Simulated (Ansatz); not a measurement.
`O[SiH]` + NH₃ → `N[SiH]` + H₂O  (ligand exchange at the Si–O bond)

Computed with Ansatz on PBE0-D4/def2-TZVP structures; ΔE is electronic, products minus reactants. CCSD(T)/CBS is frozen-core, at the limit of the def2 triple- and quadruple-zeta sets. Functionals use def2-TZVPP.

```json
{"level": "BLYP-D4", "ΔE (kJ/mol)": "13.8"}
{"level": "PBE0-D4", "ΔE (kJ/mol)": "8.8"}
{"level": "BHLYP-D4", "ΔE (kJ/mol)": "14.0"}
{"level": "r2SCANh", "ΔE (kJ/mol)": "11.8"}
```

(1) What does CCSD(T)/CBS give? (An estimate is asked.)

(2) What do rigid-rotor, harmonic-oscillator terms from PBE0-D4/def2-TZVP frequencies (298.15 K, 1 bar) make of the CCSD(T)/CBS value? (Best estimate.)

Largest T1 diagnostic among the species: 0.016.

Answers

(1) Ansatz gave: +11.6 kJ/mol. The listed levels differ from it by 2.2, -2.8, 2.4, 0.2 kJ/mol.

(2) Computed: ΔZPE = -1.0 kJ/mol, ΔH = +11.0 kJ/mol, ΔS = 0 J/(mol·K), ΔG = +11.0 kJ/mol.

In def2-TZVPP, CCSD(T) changes the Hartree–Fock value by −4.9 kJ/mol (the triples alone add −0.7 kJ/mol) and MP2 by −6.0 kJ/mol. Leaving LDA and LC-ωPBE aside and taking each functional with its dispersion term where it has one, the values, not all of them listed here, spread over 7.5 kJ/mol, from revPBE-D4 to B97M-V. LDA lies −4.7 kJ/mol from PBE without D4.
